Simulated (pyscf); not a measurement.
Thermochemistry of product channels of HO–Zr(OH)(F)–F + H• on the doublet surface, in kJ/mol, from ωB97M-D3(BJ)/def2-TZVP energies (ideal gas, 1 atm, RRHO with modes under 100 cm⁻¹ raised to 100, one conformer, R ln 2 for chiral ones without a mode under 150 cm⁻¹). Single points on ωB97X-D3(BJ)/def2-SVP structures (PySCF, gas phase).

| products | ΔE | ΔH(298 K) | ΔG(298 K) | ΔG(1200 K) |
|---|---|---|---|---|
| [HO–Zr(OH)–F]• + HF | +70.9 | +88.8 | +77.3 | +53.4 |
| [O–Zr(OH)(F)–F]• + H₂ | +88.0 | +86.5 | +81.2 | +70.3 |

These are energies of the channels, which say nothing of barriers. Open-shell species with a d-block atom are single-reference here; other states, and whether the spin sits on metal or ligand, were not checked. Elements past Kr carry the def2 core potentials, without spin-orbit coupling.
